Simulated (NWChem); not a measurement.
**Electron attachment to Li$_{2}$**

```xyz
2

Li     0.0000     0.0000     1.3936
Li     0.0000     0.0000    -1.3936
```
Charge 0, spin multiplicity 1.

All runs are NWChem calculations. All single points use one geometry, from PBE0/def2-SVP, a minimum by its harmonic frequencies.

Basis set: def2-TZVPD. −ε marks an orbital energy of the parent. The basis adds only a small set of diffuse functions.

B3LYP has NWChem's definition, with VWN1-RPA local correlation. The structure started from a generated list of species.

### Question
One of these methods gave a vertical electron affinity of 1.82 eV. Which?
A. −ε(LUMO) of PBE
B. G0W0@PBE0
C. −ε(LUMO) of B3LYP
D. G0W0@LDA (SVWN5)

### Answer
A, −ε(LUMO) of PBE. The others give 1.47 (−ε(LUMO) of B3LYP), 0.53 (G0W0@LDA (SVWN5)), 0.31 (G0W0@PBE0).
